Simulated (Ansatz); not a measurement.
We consider zinc-blende BeSe, described by RPBE (Ansatz, an electronic-structure program, plane waves, PAW).

Run with plane-wave cutoff 520 eV, 12×12×12 k mesh, Fermi–Dirac smearing 0.01 eV, scalar-relativistic PAW data made under PBE.

The cell is scaled about its equilibrium volume:

```json
[
 {"V (Å³/atom)": "16.752", "P (GPa)": "4.91", "direct gap at Γ (eV)": "4.621", "smallest gap on the k mesh (eV)": "2.706"},
 {"V (Å³/atom)": "17.108", "P (GPa)": "3.11", "direct gap at Γ (eV)": "4.465", "smallest gap on the k mesh (eV)": "2.755"},
 {"V (Å³/atom)": "17.464", "P (GPa)": "1.47", "direct gap at Γ (eV)": "4.315", "smallest gap on the k mesh (eV)": "2.801"},
 {"V (Å³/atom)": "17.821", "P (GPa)": "-0.01", "direct gap at Γ (eV)": "4.170", "smallest gap on the k mesh (eV)": "2.844"},
 {"V (Å³/atom)": "18.177", "P (GPa)": "-1.36", "direct gap at Γ (eV)": "4.031", "smallest gap on the k mesh (eV)": "2.884"},
 {"V (Å³/atom)": "18.534", "P (GPa)": "-2.57", "direct gap at Γ (eV)": "3.896", "smallest gap on the k mesh (eV)": "2.922"},
 {"V (Å³/atom)": "18.890", "P (GPa)": "-3.68", "direct gap at Γ (eV)": "3.767", "smallest gap on the k mesh (eV)": "2.958"}
]
```

The fundamental gap (2.84 eV at the equilibrium volume, with added k points) lies elsewhere than Γ–Γ.

Spin–orbit coupling is not included.
